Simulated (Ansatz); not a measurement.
## What a trial cell of TiH2 relaxes into

Theory: Ansatz 0.2.0, DFT r2SCAN, scalar-relativistic, plane waves, PAW.

The start puts TiH2 on the cuprite structure type (Pn-3m, No. 224), with Ti in place of O, H in place of Cu, at a guessed volume.

The final relaxation ran on this input, with the default PAW datasets:

```yaml
crystal:
  lattice:
    - [3.8888013524, 0.0, 0.0]
    - [0.0, 3.8888013524, 0.0]
    - [0.0, 0.0, 3.8888013524]
  atoms:
    - { symbol: Ti, position: [0.0, 0.0, 0.0] }
    - { symbol: Ti, position: [0.5, 0.5, 0.5] }
    - { symbol: H, position: [0.25, 0.25, 0.25] }
    - { symbol: H, position: [0.25, 0.75, 0.75] }
    - { symbol: H, position: [0.75, 0.75, 0.25] }
    - { symbol: H, position: [0.75, 0.25, 0.75] }
basis:
  ecutwfc: 500
kpoints:
  mp_grid: { grid: [10, 10, 10] }
hamiltonian:
  xc: r2scan
scf:
  occupations: { method: gaussian, width: 0.1 }
output:
  forces: true
  stress: true
  eigenvalues: true
relax:
  adjacent_minimum: "off"
  f_tol: 0.01
  max_steps: 80
  cell: { stress_tol: 0.05 }
```

Launched as:

```bash
ansatz run input.yaml --threads 1 --pin off --max-ram 2560MiB --backend cpu --events-out ev --progress --plain --runs-dir out
```

The run took 17 s on 1 thread of Arm Neoverse V2, with other jobs on the host, peak memory 0.48 GiB.

The program printed at the end:

```
SCF converged after 4 iterations
Free energy (F): -5071.384714 eV
Harris-Foulkes:  -5071.384714 eV  (|F-HF|=5.82e-11)
Internal energy: -5071.378693 eV  (E = F + TS)
E sigma→0 (E₀):  -5071.381704 eV
Entropy (-TS):   -0.006021 eV (-1.004 meV/atom)
Fermi energy:    7.681065 eV
--- Per-component energies (eV) ---
  E_band       = -487.157610
  E_kinetic    = 600.906415
  E_local      = -2168.683479  (includes V_loc(G=0)·N_el)
  E_nonlocal   = 21.397540
  E_hartree    = 858.893019
  E_xc         = -221.854621
  E_vxc        = -316.177419  (∫ρ·V_xc dr)
  E_paw        = -2115.831236  (= ΣΔE_a)
  E_vpaw       = -363.205091  (= ΣTr[D̂ρ^β])
  E_aug_tail   = -0.001785  (compensation charges beyond the density's cutoff)
  E_vtau       = 20.820054  (kinetic-family band-sum trace: ∫τ·v_τ [+ j·A + Jᵃ·Aᵃ] dr)
  E_ewald      = -2045.697632
  E_core_change = -0.506914  (= ΣΔE_core)
  E_smearing   = -0.006021  (= −TS)
  E_closure    = 0.000000  (closes the sum)
  Σ components = -5071.384714   (vs F -5071.384714, Δ=0.00e0)
--- Forces (eV/Å), atoms counted from 1 ---
  atom   1  Ti     0.00000000     0.00000000     0.00000000
  atom   2  Ti     0.00000000     0.00000000     0.00000000
  atom   3  H      0.00000000     0.00000000     0.00000000
  atom   4  H      0.00000000     0.00000000     0.00000000
  atom   5  H      0.00000000     0.00000000     0.00000000
  atom   6  H      0.00000000     0.00000000     0.00000000
  max |Σ_I F_I| component: 1.20e-29 eV/Å
--- Stress (GPa, compression-positive) ---
       -0.043212       0.000000       0.000000
        0.000000      -0.043212       0.000000
        0.000000       0.000000      -0.043212
  P = ⅓ Tr σ = -0.0432 GPa (-0.432 kbar)
--- Relaxed structure (1 steps of the walk, 1 accepted, 1 SCFs on fresh bases) ---
  F+E_penalty+E_count = -5071.38471416 eV   max|allowed force component| = 1.735e-18 eV/Å   (the final SCF, on the basis selected at the relaxed cell)
  cell:  # Å, volume = 58.8095 Å³
    - [3.888801, 0.0, 0.0]
    - [0.0, 3.888801, 0.0]
    - [0.0, 0.0, 3.888801]
  atoms:
    - { symbol: Ti, position: [0.0, 0.0, 0.0] }
    - { symbol: Ti, position: [0.500000, 0.500000, 0.500000] }
    - { symbol: H, position: [0.250000, 0.250000, 0.250000] }
    - { symbol: H, position: [0.250000, 0.750000, 0.750000] }
    - { symbol: H, position: [0.750000, 0.750000, 0.250000] }
    - { symbol: H, position: [0.750000, 0.250000, 0.750000] }
```

Absolute energies hang on the potentials; compare differences alone.

The result has space group Pn-3m (No. 224). Ti is coordinated by 4 H at 1.68 Å; H has 2 Ti at 1.68 Å.

Against the elements it lies at 0.19 eV/atom. The zero of energy is the elements' standard structures at the same level (H₂ as a molecule); no fitted shifts are applied.

The k mesh leaves about 4 meV/atom of noise in metals.

Symmetry constrained the relaxation, so the result can be a saddle point.